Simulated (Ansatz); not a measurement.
Basis sets compared for [BH4]- (BH₄⁻). The state is a singlet with charge -1. Geometry PBE0-D4/def2-TZVPD. Ansatz on 4 threads of Arm Neoverse V2 on a shared host; times are rough, and most runs start from earlier orbitals.

```xyz
5

B     0.000    0.000    0.000
H    -1.005    0.118   -0.716
H     0.897    0.745   -0.421
H     0.392   -1.176   -0.029
H    -0.284    0.313    1.165
```

```tsv
level	functions	energy (Eh)	HOMO (eV)	LUMO (eV)	wall time
PBE-D4/def2-SVPD	52	-27.1753	-0.54	4.59	0.15 s
PBE0-D4/def2-SVPD	52	-27.1879	-1.84	5.01	0.15 s
```

Estimate the rows for PBE-D4/def2-TZVPD, PBE0-D4/def2-TZVPD (with forces).


```
                           level  functions  energy (Eh)  HOMO (eV)  LUMO (eV)  wall time
               PBE-D4/def2-TZVPD         73     -27.2066      -0.65       3.82      0.2 s
PBE0-D4/def2-TZVPD (with forces)         73     -27.2178      -1.93       4.16     0.25 s
```
